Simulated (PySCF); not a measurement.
## SiH⁻: a composite coupled-cluster calculation

State: ³Σ⁻, triplet, unpaired electrons π ↑↑. De refers to Si⁻ + H. ROHF-based CCSD(T) in PySCF 2.14 with Si aug-cc-pV(T+d)Z, H aug-cc-pVTZ and Si aug-cc-pV(Q+d)Z, H aug-cc-pVQZ (frozen core orbitals: 5; no relativity). Correlation energies are extrapolated as n⁻³ (n = 3, 4), Hartree–Fock as (n+1)·exp(−9√n). CV is the change on freezing 1 orbitals instead, in Si cc-pwCVTZ, H cc-pVTZ. SR is the spin-free X2C energy in Si cc-pVTZ-DK, H cc-pVTZ-DK less the non-relativistic one in Si cc-pVTZ, H cc-pVTZ.

```csv
Level,Re (Å),ωe (cm⁻¹),ωexe (cm⁻¹),αe (cm⁻¹),De (eV)
CCSD(T)/TZ,1.5552,1840.7,41.6,0.251,2.974
CCSD(T)/QZ,1.5515,1862.7,42.6,0.253,3.020
HF/CBS,1.5420,1925.6,42.1,0.244,2.040
MP2/CBS,1.5407,1937.4,39.2,0.234,2.913
CCSD/CBS,1.5474,1887.2,42.4,0.249,3.029
CCSD(T)/CBS,1.5501,1873.1,42.8,0.251,3.047
CCSD(T)/CBS+CV,1.5474,1873.0,42.9,0.253,3.049
CCSD(T)/CBS+CV+SR,1.5476,1869.1,42.9,0.254,3.045
```

Task: How much is left between CCSD(T)/QZ and the basis-set limit, and how much do the triples give at the limit?

Result: CCSD(T)/CBS less CCSD(T)/QZ: -1.4 mÅ in Re, +10.4 cm⁻¹ in ωe and +0.027 eV in De. CCSD(T)/CBS less CCSD/CBS: +2.7 mÅ in Re, -14.1 cm⁻¹ in ωe and +0.018 eV in De.

Task: What do the later terms add?

Result: CV: -2.7 mÅ in Re, -0.1 cm⁻¹ in ωe and +0.002 eV in De; SR: +0.2 mÅ in Re, -3.9 cm⁻¹ in ωe and -0.004 eV in De, each against the row above.

The T1 diagnostic is 0.023. The state was picked by a PBE0 search and need not be the measured ground state. Spin–orbit coupling, excitations beyond (T) and corrections to the Born–Oppenheimer picture are left out.

The whole job (state search and all basis sets along the bond) took about 12 min on 4 threads of Intel Xeon Platinum 8259CL @ 2.50GHz (shared host), peak memory 15 GiB.
